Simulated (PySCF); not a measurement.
Species: C5H8.
SMILES with atom numbers: `[CH3:1][C:2]1=[CH:3][C@@H:4]1[CH3:5]` (hydrogens: H6, H7, H8 on C1; H9 on C3; H10 on C4; H11, H12, H13 on C5)

Geometry (PBE0-D3(BJ)/def2-SVP, Å), atoms numbered from 1 in this order:
```
atom  x, y, z in Å
C1     1.9277   -0.2475    0.5770
C2     0.7342    0.2605   -0.1164
C3     0.0730    1.2062   -0.7162
C4    -0.6422   -0.1076   -0.5911
C5    -1.7954   -0.3099    0.3684
H6     1.6655   -0.6043    1.5863
H7     2.3487   -1.1112    0.0365
H8     2.7059    0.5240    0.6691
H9     0.0116    2.2309   -1.0753
H10   -0.7213   -0.7415   -1.4939
H11   -1.6806    0.3245    1.2617
H12   -2.7592   -0.0549   -0.1030
H13   -1.8638   -1.3586    0.7030
```

The closed-shell ground state was solved at several levels (PySCF, density fitting, gas phase, non-relativistic).

```tsv
level	basis functions	total energy (Eh)	HOMO (eV)	LUMO (eV)	gap (eV)	dipole (D)
B3LYP/def2-SVPD	164	-195.1333	-6.62	0.16	6.78	0.82
HF/pcSseg-2	292	-193.9668	-9.22	2.64	11.86	0.82
PBE0/pcSseg-1	125	-194.9942	-6.81	0.53	7.34	0.83
```

**Question.** What might B3LYP/pcJ-1 (215 basis functions) give for the same quantities?

**Answer.** Total energy -195.2769 Eh, HOMO -6.59 eV, LUMO 0.29 eV, gap 6.88 eV, dipole 0.81 D.

**Question.** Over all these levels, which gives the widest orbital gap and which the narrowest?

**Answer.** HF/pcSseg-2 (Hartree–Fock, all exact exchange) has the widest, 11.86 eV, and B3LYP/def2-SVPD (global hybrid, 20 % exact exchange) the narrowest, 6.78 eV. Functional and basis both differ between the two, so the spread mixes both effects. The HOMO need not be the same orbital at Hartree–Fock and at DFT levels.

**Question.** How far do the dipole and the HOMO energy spread over the levels?

**Answer.** The dipole runs from 0.81 to 0.83 D (mean 0.82 D) and the HOMO from -9.22 to -6.59 eV.
